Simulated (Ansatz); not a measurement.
# C2N: the cost of one run

Method: def2-QZVPP, core rule «outside noble gas», up to 3 orbitals frozen; program: Ansatz 0.2.0, Gaussian basis.

The runs, in order: UHF; ROHF; CCSD(T) on UHF.

## Step 1: The system

The geometry is a PBE0/def2-TZVP stationary point (not a proven minimum) of the parent state, kept for this charge and spin.

3 atoms, charge 1, spin multiplicity 3.

Atoms are counted from 1 here; the program's logs count them from 0.

Bond lengths: C1–C2 1.310 Å, C2–N3 1.190 Å. Angles: C1–C2–N3 180.0°.

As a file:

```
C     0.0000    0.0000    1.2699
C     0.0000    0.0000   -0.0398
N     0.0000    0.0000   -1.2300
```

## Step 2: UHF

in.yaml reads:

```yaml
crystal:
  periodic: [false, false, false]
  atoms:
    - {symbol: C, position_ang: [0.000000, 0.000000, 1.269867]}
    - {symbol: C, position_ang: [0.000000, 0.000000, -0.039833]}
    - {symbol: N, position_ang: [0.000000, 0.000000, -1.230033]}
basis:
  gaussian: {orbitals: "def2-QZVPP.json"}
total_charge: 1
magnetization: {spin_polarized: true, initial_magnetization: 2}
hamiltonian: {xc: hf}
output: {orbitals: {seedname: orbitals}}
```

Launch:

```bash
ansatz run in.yaml --threads 1 --pin off --events-out ev --progress --plain --max-ram 2393MiB
```

Q: Estimate wall time and peak memory on 1 thread of Arm Neoverse V1, shared host.

About 13 s, with a peak of 0.32 GiB.
